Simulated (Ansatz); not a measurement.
Relaxation of CH8NSi (11 atoms, charge 0, multiplicity 2), to a largest force component of 0.03 eV/Å in at most 50 steps.

Computed with Ansatz 0.2.0, UKS B3LYP/def2-mTZVP.

```xyz
11
Properties=species:S:1:pos:R:3:forces:R:3
Si 0.034 0.001 -0.355 0.00 0.00 -0.26
H -0.052 -0.002 2.312 0.00 0.00 0.46
N 1.665 0.001 -0.965 -0.03 0.00 0.01
H 2.234 -0.832 -0.886 0.02 0.01 0.00
H 2.235 0.832 -0.886 0.02 -0.01 0.00
H -0.627 1.222 -0.904 0.00 0.00 0.01
H -0.627 -1.222 -0.903 0.00 0.00 0.01
C -0.028 -0.001 3.414 -0.01 0.00 -0.21
H -0.577 -0.864 3.789 0.00 0.00 0.00
H 1.006 -0.050 3.755 0.00 0.00 0.00
H -0.490 0.914 3.786 0.00 0.00 0.00
```

Question: Where does it end, and by what steps?

Answer: The forces met the threshold. The force dipped under the threshold on the way, but the program's further checks kept it going. After 7 steps the energy has fallen by 0.084 eV; H2 moved furthest, 0.64 Å.

```csv
step,energy less start (eV),largest force component (eV/Å),accepted
0,0.0000,0.464,yes
1,-0.0511,0.174,yes
2,-0.0734,0.079,yes
3,-0.0794,0.070,yes
4,-0.0826,0.043,yes
5,-0.0836,0.029,yes
6,-0.0839,0.009,yes
7,-0.0840,0.003,yes
```

```xyz
11
Properties=species:S:1:pos:R:3
Si 0.099 0.000 -0.907
H -0.189 -0.001 2.937
N 1.756 0.001 -1.438
H 2.324 -0.830 -1.334
H 2.324 0.832 -1.335
H -0.538 1.223 -1.478
H -0.537 -1.223 -1.477
C -0.131 -0.001 4.025
H -0.668 -0.863 4.418
H 0.913 -0.052 4.334
H -0.579 0.913 4.413
```

Whether the end is a true minimum wasn't checked by a vibrational analysis.

The run took 19 s on 2 threads of AMD EPYC 7R43 64-Core Processor (Zen 3), with other jobs on the host, peak memory 0.21 GiB.
